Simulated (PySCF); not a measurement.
C$_{6}$H$_{10}$: full NMR table

```
Formula                               : C6H10
SMILES                                : C#CC(C)(C)C
InChI                                 : InChI=1S/C6H10/c1-5-6(2,3)4/h1H,2-4H3
Point group of the computed structure : C3v
Degrees of unsaturation               : 2
Carbon signals                        : 4
Proton signals                        : 2
```

Bonds (- single, = double, # triple, : aromatic): C1#C2, C2-C3, C3-C4, C3-C5, C3-C6. C1 carries H7; C4 carries H8, H9, H10; C5 carries H11, H12, H13; C6 carries H14, H15, H16.

Computed data (PySCF): GFN2-xTB geometry, PBE0/pcSseg-1 with gauge-including orbitals. Gas phase, one computed conformer, equivalent nuclei averaged, non-relativistic Hamiltonian.

δ = σ(ref) − σ, references computed at the same level: TMS for $^{1}$H (31.72 ppm) and $^{13}$C (186.93 ppm).

```tsv
carbon	δC, type	δH (multiplicity)	HMBC from (2–3 bonds)	span of the C tensor (ppm)
C1	74.2, CH	1.53 (s)	–	195
C2	97.7, C	–	H7, H8/H9/H10/H11/H12/H13/H14/H15/H16	318
C3	27.6, C	–	H7, H8/H9/H10/H11/H12/H13/H14/H15/H16	13
C4/C5/C6	32.9, CH3	1.30 (s)	H8/H9/H10/H11/H12/H13/H14/H15/H16	47
```

Carbon types of the structure: 2 × C, 1 × CH, 3 × CH3, which accounts for all hydrogens. δC 97.7: alkyne carbon; sp carbons lie upfield of alkene carbons because the cylindrical π system leaves one tensor component strongly shielded. δC 74.2: terminal alkyne carbon; the triple bond shields along its axis, which puts it between sp3 and sp2 carbons. δC 32.9: methyl carbon; aliphatic region, no heteroatom directly attached. δC 27.6: propargylic quaternary sp3 carbon; saturated and bonded to C and H only. δH 1.53: hydrogen on a terminal alkyne carbon; it lies on the axis of the triple bond, in its shielding cone.

Shifts are as computed. Against solution values, carbons near 30 ppm lie about +3 ppm off and those near 130 ppm about +5 ppm. Of 246 compounds with measured shifts, 49 miss one by over three times the rms of a fit or turn the order of signals round; such compounds aren't used in these exercises. Multiplicities follow the n + 1 count of equivalent neighbours, as no J values were calculated; m marks all less simple cases, F and P coupling included.
